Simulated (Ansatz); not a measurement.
Geometry optimisation, RKS B3LYP/STO-3G in Ansatz.

The input (input.yaml):

```yaml
crystal:
  periodic: [false, false, false]
  atoms:
    - { symbol: C, position_ang: [-0.3842, 0.8368, -0.6346] }
    - { symbol: O, position_ang: [0.5554, -0.1384, -0.612] }
    - { symbol: C, position_ang: [0.4406, -0.9054, 0.5656] }
    - { symbol: H, position_ang: [-1.3601, 0.4521, -0.6249] }
    - { symbol: H, position_ang: [-0.3181, 1.4335, -1.5969] }
    - { symbol: H, position_ang: [-0.3034, 1.588, 0.1914] }
    - { symbol: H, position_ang: [-0.4721, -1.4027, 0.648] }
    - { symbol: H, position_ang: [1.2943, -1.653, 0.5461] }
    - { symbol: H, position_ang: [0.636, -0.2572, 1.5002] }
basis:
  gaussian: { orbitals: STO-3G }
hamiltonian:
  xc: b3lyp
relax:
  f_tol: 0.02
  max_steps: 50
```

Run as:

```bash
$ ansatz run input.yaml --threads 1 --pin off --max-ram 2048MiB --backend cpu --events-out ev --progress --plain --runs-dir out
```

Task: Where does it end, and by what steps?

Result: The forces met the threshold. Limits of this set-up: minimal basis. After 5 steps the energy has fallen by 0.626 eV; O2 moved furthest, 0.09 Å.

```json
{"step": "0", "energy less start (eV)": "0.0000", "largest force component (eV/Å)": "5.050", "accepted": "yes"}
{"step": "1", "energy less start (eV)": "-0.5636", "largest force component (eV/Å)": "1.632", "accepted": "yes"}
{"step": "2", "energy less start (eV)": "-0.6233", "largest force component (eV/Å)": "0.358", "accepted": "yes"}
{"step": "3", "energy less start (eV)": "-0.6260", "largest force component (eV/Å)": "0.078", "accepted": "yes"}
{"step": "4", "energy less start (eV)": "-0.6264", "largest force component (eV/Å)": "0.029", "accepted": "yes"}
{"step": "5", "energy less start (eV)": "-0.6264", "largest force component (eV/Å)": "0.001", "accepted": "yes"}
```

```xyz
9
Properties=species:S:1:pos:R:3
C -0.414 0.884 -0.657
O 0.634 -0.147 -0.662
C 0.495 -0.909 0.588
H -1.437 0.449 -0.621
H -0.304 1.453 -1.599
H -0.311 1.589 0.198
H -0.493 -1.412 0.670
H 1.286 -1.682 0.576
H 0.633 -0.272 1.490
```

Run time: 9.3 s on 1 thread of Intel(R) Xeon(R) Platinum 8259CL CPU @ 2.50GHz (Skylake/Cascade Lake), with other jobs on the host, peak memory 0.11 GiB.
